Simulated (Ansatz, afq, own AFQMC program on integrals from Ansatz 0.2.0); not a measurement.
**N, quartet in aug-cc-pVTZ, levels against full CI**

A free N atom.

Basis aug-cc-pVTZ. Only valence electrons are correlated. AFQMC by an in-house program on the Cholesky factors that Ansatz 0.2.0 writes for its CCSD(T) run. ph-AFQMC/CISD is guided by a CISD state made of CCSD amplitudes; releasing the constraint for a short imaginary time cuts its bias at the price of noise, slowly where states lie close. Free projection: walkers drawn from exp(T), propagated without any constraint. Its projection time is finite, and what remains of the start isn't in its error. Uncertainties: one standard error, sampling alone.

Determinant: UHF, the one that the program's search chose, which needn't be the lowest solution.

Full CI on the same integrals is exact in this basis and with this determinant's frozen core.

The T1 diagnostic is 0.0070. The weight of the determinant in the CISD state is 0.963, the ⟨S²⟩ of the determinant is 3.758 and the size of the correlated space is 5 electrons in 45 orbitals.

Reference: full CI, correlation energy -3.161 eV. The released energy is read at 1.50 1/Eh (meV from the phaseless value at times in 1/Eh: -0.5 ± 0.6 at 0.24, -0.8 ± 0.5 at 0.50, -0.8 ± 0.5 at 1.00, 0.1 ± 0.5 at 1.50).

```json
{"level": "HF", "E − E(reference) (meV)": "3161.4", "share of correlation (%)": "0.00"}
{"level": "MP2", "E − E(reference) (meV)": "508.7", "share of correlation (%)": "83.91"}
{"level": "CCSD", "E − E(reference) (meV)": "80.9", "share of correlation (%)": "97.44"}
{"level": "CCSD(T)", "E − E(reference) (meV)": "11.4", "share of correlation (%)": "99.64"}
{"level": "CCSDT", "E − E(reference) (meV)": "1.4", "share of correlation (%)": "99.96"}
{"level": "CCSDT(Q)", "E − E(reference) (meV)": "0.1", "share of correlation (%)": "100.00"}
{"level": "ph-AFQMC/HF", "E − E(reference) (meV)": "20.9 ± 11.3", "share of correlation (%)": "99.34"}
{"level": "ph-AFQMC/CISD", "E − E(reference) (meV)": "0.2 ± 0.8", "share of correlation (%)": "99.99"}
{"level": "released AFQMC", "E − E(reference) (meV)": "0.3 ± 0.5", "share of correlation (%)": "99.99"}
{"level": "free AFQMC", "E − E(reference) (meV)": "-1.1 ± 0.9", "share of correlation (%)": "100.03"}
```

CCSDT and higher add their correlation energy to the determinant of the CCSD(T) run, since their own runs factorise the integrals more tightly (a shift of under 2 meV). Free projections are given only where their last times agree within the noise and don't stop above the reference; a slow remainder of the start can still hide under it. A walk keeps the symmetry of its determinant, which the program's search chose and which needn't be the lowest solution, so a lower state of the same spin and another symmetry isn't excluded. Released energies are given only where the last usable release times agree within the noise; a slower fall can still hide under it.
